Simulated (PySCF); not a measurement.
# Bond curve of MgP

Set-up: Mg aug-pcseg-1, P aug-pcseg-1; no relativity (PySCF 2.14). Energies in eV from Mg + P in their ground configurations at the same level. State: ⁴Σ⁻ (quartet), unpaired electrons σ ↑, π ↑↑.

All columns are PBE0. A positive dipole means Mg(−)P(+).

| R (Å) | E (eV) | μ (D) | Mulliken charge on Mg (basis-dependent) | HOMO (eV) | LUMO (eV) | Mayer bond order | ⟨S²⟩ |
| --- | --- | --- | --- | --- | --- | --- | --- |
| 2.233 | -0.344 | -1.42 | 0.44 | -4.90 | -3.21 | 0.78 | 3.76 |
| 2.336 | -0.587 | -1.63 | 0.47 | -4.97 | -3.07 | 0.76 | 3.76 |
| 2.440 | -0.716 | -1.83 | 0.48 | -5.03 | -2.95 | 0.74 | 3.76 |
| 2.518 | -0.759 | -1.96 | 0.49 | -5.08 | -2.86 | 0.73 | 3.76 |
| 2.596 | -0.769 | -2.07 | 0.48 | -5.13 | -2.79 | 0.71 | 3.76 |
| 2.674 | -0.754 | -2.17 | 0.48 | -5.17 | -2.72 | 0.70 | 3.76 |
| 2.778 | -0.709 | -2.26 | 0.45 | -5.23 | -2.64 | 0.68 | 3.77 |
| 2.908 | -0.629 | -2.31 | 0.42 | -5.30 | -2.63 | 0.65 | 3.77 |
| 3.063 | -0.519 | -2.26 | 0.36 | -5.38 | -2.70 | 0.59 | 3.78 |
| 3.271 | -0.381 | -2.05 | 0.28 | -5.45 | -2.76 | 0.50 | 3.78 |

A fit through these points gives, at Re = 2.584 Å, μ = -2.06 D and dμ/dR = -1.41 D/Å; the reduced mass is 13.52 u.

Question: How strong is the fundamental in the double-harmonic approximation, I = 42.26·(dμ/dR)²/μred km/mol?

Answer: I = 42.26·(-1.41)²/13.52 = 6.21 km/mol at PBE0.

The state is the lowest determinant that a PBE0 search found; another state may lie lower at other levels.
